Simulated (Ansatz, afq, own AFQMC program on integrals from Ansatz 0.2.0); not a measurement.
# Re, sextet → Re, octet

A free Re atom.

E(octet, charge +0) − E(sextet, charge +0) at this geometry, on UHF and UHF determinants.

Basis def2-TZVP with its core potentials. Noble-gas cores (and the filled d shells of Ga–Kr and In–Xe) are frozen. Ansatz 0.2.0 and our own AFQMC program on the same integrals; the CISD trial comes from CCSD amplitudes, and released means the phaseless constraint is let go. Uncertainties: one standard error, sampling alone. No spin–orbit coupling. The metal's outer-core s and p shells are frozen, which shifts wave-function levels against functionals. The errors of all members are added in quadrature.

No full CI on the walks' own integrals is used here; CCSDTQ serves as the reference and is uncertain by about the last step of the cluster series. Each member takes its own surest rung, up to full CI.

Errors are counted within def2-TZVP, not against nature.

Cautions: no spin-orbit coupling; outer-core shells of the metal frozen; Re (octet): another spin lies lower.

Reference (CCSDTQ): 231.8 kJ/mol.

```
         level  vertical spin gap (kJ/mol)  error against CCSDTQ (kJ/mol)
            HF                       115.9                         -116.0
           MP2                       212.1                          -19.8
          CCSD                       223.2                           -8.6
       CCSD(T)                       230.1                           -1.7
         CCSDT                       231.4                           -0.5
      CCSDT(Q)                       231.8                            0.0
 ph-AFQMC/CISD                 230.9 ± 0.1                     -0.9 ± 0.1
released AFQMC                 231.6 ± 0.2                     -0.2 ± 0.2
```

Correlation beyond CCSD(T) adds 1.7 kJ/mol. The perturbative (T) step is worth +6.9 kJ/mol.

CCSDT and higher add their correlation energy to the determinant of the CCSD(T) run, since their own runs factorise the integrals more tightly (a shift of under 2 meV). A walk keeps the symmetry of its determinant, which the program's search chose and which needn't be the lowest solution, so a lower state of the same spin and another symmetry isn't excluded. Released energies are given only where the last usable release times agree within the noise; a slower fall can still hide under it.
